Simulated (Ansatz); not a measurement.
Process, species as SMILES: OO (H2O2) + H+ → [OH2+]O
B3LYP-D3(BJ)/def2-TZVP geometries, fixed; electronic energies without zero-point terms; positive where energy is released.

Basis-set convergence of the proton affinity at r2SCAN with Ansatz (a quantum-chemistry and plane-wave program). All functions are spherical. The program fits the integrals of some runs and decomposes those of others, by size. No added dispersion term, no relativity. Functions are those of the species that has most. Reference: the value in pcseg-4, 167.20 kcal/mol, itself unsure by roughly 0.09 kcal/mol (its mean distance from aug-pcseg-3, aug-cc-pVQZ, cc-pV5Z).

| basis | functions | proton affinity (kcal/mol) |
|---|---|---|
| STO-3G | 13 | (withheld) |
| 6-31G | 24 | (withheld) |
| 6-311+G** | 62 | (withheld) |
| 6-311++G(2d,2p) | 84 | (withheld) |
| cc-pVTZ | 102 | 168.84 |
| def2-TZVPP | 104 | 167.76 |
| aug-cc-pVTZ | 161 | 166.92 |
| def2-QZVPPD | 231 | 167.16 |
| aug-cc-pVQZ | 298 | 167.14 |

Q: Fill in the missing entries.

A: 
- STO-3G, proton affinity (kcal/mol): 218.46
- 6-31G, proton affinity (kcal/mol): 166.55
- 6-311+G**, proton affinity (kcal/mol): 165.42
- 6-311++G(2d,2p), proton affinity (kcal/mol): 166.20
